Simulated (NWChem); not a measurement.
# Si2H6 (disilane): how far must the integration grid go?

The species is Si2H6 (8 atoms), meant as a singlet with charge 0. SMILES: `[SiH3][SiH3]`. The shape is that of a PBE0-D4/def2-TZVP optimisation.

```xyz
8

Si   -0.3405    0.4902   -1.0049
Si    0.3635   -0.5044    0.9910
H     0.8339    0.9482   -1.7949
H    -1.1129   -0.4839   -1.8219
H    -1.2080    1.6641   -0.7179
H     1.1390    0.4686    1.8063
H     1.2281   -1.6805    0.7040
H    -0.8110   -0.9592    1.7826
```

Program: NWChem 7.3.0. Method: PBE0/def2-TZVP. Swept: integration grid. Watched: the largest force on an atom. Each run: gradient. Hardware: 1 thread of Intel Xeon Platinum 8259CL at 2.50GHz (Skylake/Cascade Lake), shared host.

The last row is the best point of the sweep, not the limit.

```tsv
integration grid	value (eV/Å)	from the best (eV/Å)	wall time
xcoarse	0.01470	+0.00570	21 s
coarse	0.00901	+0.00002	24 s
medium	0.00867	-0.00033	29 s
fine	0.00920	+0.00020	35 s
xfine	0.00900	0.00000	61 s
```

Over the sweep the value spans 0.00603 eV/Å.
